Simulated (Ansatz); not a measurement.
Geometry optimisation, Ansatz, RKS PBE-D4/def2-SVP.

Input file:

```yaml
crystal:
  periodic: [false, false, false]
  atoms:
    - { symbol: C, position_ang: [-1.427, -0.0635, 1.5473] }
    - { symbol: "N", position_ang: [-0.4002, 0.4338, 0.6679] }
    - { symbol: C, position_ang: [0.105, -0.6758, -0.1458] }
    - { symbol: C, position_ang: [1.3746, -0.1908, -1.0312] }
    - { symbol: "N", position_ang: [0.9602, 1.0156, -1.7787] }
    - { symbol: H, position_ang: [-1.8577, 0.8425, 2.1148] }
    - { symbol: H, position_ang: [-2.2825, -0.4184, 0.955] }
    - { symbol: H, position_ang: [-1.0912, -0.7652, 2.2331] }
    - { symbol: H, position_ang: [0.3594, 0.8389, 1.284] }
    - { symbol: H, position_ang: [0.4987, -1.4835, 0.5405] }
    - { symbol: H, position_ang: [-0.6679, -1.0796, -0.7495] }
    - { symbol: H, position_ang: [1.5972, -0.9821, -1.7177] }
    - { symbol: H, position_ang: [2.1294, 0.0332, -0.4213] }
    - { symbol: H, position_ang: [1.67322, 1.77724, -1.52572] }
    - { symbol: H, position_ang: [1.12869, 0.88538, -2.76688] }
basis:
  gaussian: { orbitals: def2-SVP }
hamiltonian:
  xc: pbe
  dispersion: d4
relax:
  f_tol: 0.015
  max_steps: 40
output:
  orbitals: {}
```

Command:

```bash
$ ansatz run input.yaml --threads 2 --pin off --max-ram 3072MiB --backend cpu --events-out ev --progress --plain --runs-dir out
```

Q: Where does it end, and by what steps?

A: The forces met the threshold. After 11 steps the energy has fallen by 1.090 eV; H14 moved furthest, 1.32 Å.

```csv
step,energy less start (eV),largest force component (eV/Å),accepted
0,0.0000,6.349,yes
1,-0.7221,1.876,yes
2,-0.8495,0.613,yes
3,-0.9056,0.307,yes
4,-0.9463,0.995,yes
5,-0.9978,0.553,yes
6,-1.0399,0.447,yes
7,-1.0731,0.215,yes
8,-1.0866,0.052,yes
9,-1.0889,0.171,yes
10,-1.0897,0.091,yes
11,-1.0899,0.006,yes
```

```xyz
15
Properties=species:S:1:pos:R:3
C -1.397 0.119 1.481
N -0.203 0.393 0.703
C 0.235 -0.712 -0.141
C 1.361 -0.257 -1.069
N 0.863 0.784 -1.957
H -1.642 0.989 2.123
H -2.260 -0.042 0.800
H -1.331 -0.786 2.142
H 0.567 0.663 1.329
H 0.558 -1.619 0.437
H -0.629 -1.024 -0.768
H 1.711 -1.131 -1.663
H 2.235 0.041 -0.425
H 0.392 1.483 -1.364
H 1.641 1.267 -2.423
```

Run time: 29 s on 2 threads of Intel(R) Xeon(R) Platinum 8375C CPU @ 2.90GHz (Ice Lake) (shared host), peak memory 0.17 GiB.
